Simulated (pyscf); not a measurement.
## Four-centre exchange: H₃C–In(CH₃)–CH₃ + H₂O -> H₃C–In(CH₃)–OH + CH₄

Gas phase, singlet surface, charge 0. Bonds broken: In1–C2, O14–H15. Bonds formed: In1–O14, C2–H15. Optimised with ωB97X-D3(BJ)/def2-SVP in PySCF.

Transition state (Å):

```xyz
16

In    -1.1783     0.1837     0.6045
C      1.1573     0.5581    -0.0133
C     -1.6105    -1.8304     0.0060
C     -1.6532     1.4642     2.2513
H      1.5759    -0.3151    -0.5394
H      1.7828     1.4369    -0.2463
H      1.3272     0.3981     1.0708
H     -0.8659    -2.1699    -0.7294
H     -2.6103    -1.8899    -0.4518
H     -1.5890    -2.5141     0.8680
H     -2.7256     1.7121     2.2471
H     -1.4115     0.9912     3.2151
H     -1.0778     2.3967     2.1578
O     -1.0276     1.4810    -1.1766
H      0.0747     1.1119    -0.7700
H     -1.2271     1.1008    -2.0417
```

One imaginary mode, 1399i cm⁻¹; descent along it reached the two sides named, in the forms told below.

```
bond     change  reactant side (Å)  saddle  product side
-------  ------  -----------------  ------  ------------
In1–C2   breaks              2.178   2.445           3.1
O14–H15  breaks              0.967   1.232         2.543
In1–O14   forms              2.438   2.209         2.021
C2–H15    forms                3.0   1.432         1.101
```

Electronic energies relative to the separated reactants (kcal/mol):

| level | barrier | reaction energy | reverse barrier |
|---|---|---|---|
| ωB97X-D3(BJ)/def2-TZVP | 9.3 | -18.4 | 27.7 |
| PBE/def2-TZVP | 6.8 | -19.9 | 26.7 |
| r²SCAN/def2-TZVP | 5.5 | -20.7 | 26.2 |
| B3LYP-D3(BJ)/def2-TZVP | 9.5 | -20.1 | 29.6 |
| PBE0-D3(BJ)/def2-TZVP | 8.2 | -17.8 | 26.0 |
| M06-2X/def2-TZVP | 7.1 | -20.2 | 27.3 |
| ωB97M-D3(BJ)/def2-TZVP | 10.6 | -18.6 | 29.2 |
| HF/def2-TZVP | 24.9 | -20.2 | 45.2 |

With ωB97M-D3(BJ)/def2-TZVP energies and thermal terms (ideal gas, 1 atm, RRHO with modes under 100 cm⁻¹ raised to 100, one conformer, R ln 2 for rigid chiral ones), in kcal/mol:

| T (K) | ΔH‡ | ΔG‡ | ΔH | ΔG |
|---|---|---|---|---|
| 298 | 8.8 | 19.9 | -18.1 | -16.8 |
| 600 | 9.1 | 31.1 | -18.5 | -15.3 |
| 900 | 9.7 | 41.9 | -18.8 | -13.7 |
| 1200 | 10.6 | 52.5 | -18.9 | -12.0 |

On the reactant side the descent ends in an adduct with a In–O contact, 12.4 kcal/mol under the separated species and 21.7 kcal/mol under the saddle at ωB97X-D3(BJ)/def2-TZVP. What is counted as formed (In–O) is already present as a longer contact in the reactant adduct; forming that adduct is a step of its own. One saddle was located; it need not be the lowest between these sides. Elements past Kr carry the def2 core potentials, without spin-orbit coupling.
